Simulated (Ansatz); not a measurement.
Born–Oppenheimer molecular dynamics of H6Si2 (8 atoms, charge 0, multiplicity 1). It starts from a relaxed structure.

All numbers below come from RKS CAM-B3LYP/6-31G* in Ansatz.

* ensemble: NVT, Langevin thermostat
* time step: 0.5 fs
* steps asked: 166
* set temperature: 300 K
* friction: 0.02 /fs
* seed: 243218

First frame:

```xyz
8
Properties=species:S:1:pos:R:3
Si -0.055 0.000 0.020
H -0.097 -0.334 1.467
Si 2.149 0.000 -0.759
H 2.750 -1.352 -0.624
H 2.196 0.392 -2.191
H 2.976 0.960 0.017
H -0.675 1.336 -0.170
H -0.868 -1.002 -0.716
```

Q: How far do the bonds stretch over the last three quarters of this one trajectory? (Pairs bonded in most of those frames.)

A: 
| bond | mean (Å) | spread (Å) | shortest | longest |
| --- | --- | --- | --- | --- |
| Si1–H2 | 1.488 | 0.036 | 1.42 | 1.55 |
| Si1–Si3 | 2.339 | 0.056 | 2.28 | 2.44 |
| Si1–H7 | 1.494 | 0.016 | 1.47 | 1.52 |
| Si1–H8 | 1.495 | 0.038 | 1.42 | 1.57 |
| Si3–H4 | 1.493 | 0.043 | 1.41 | 1.57 |
| Si3–H5 | 1.490 | 0.017 | 1.46 | 1.52 |
| Si3–H6 | 1.489 | 0.027 | 1.43 | 1.54 |

Mean temperature of the second half: 227 K. The mean temperature of the second half is 24 % below the set value. A run of 0.083 ps of so small a system gives no equilibrium averages.

Time of the run: 5.3 min on 1 thread of Arm Neoverse V1, on a shared host, peak memory 0.1 GiB.
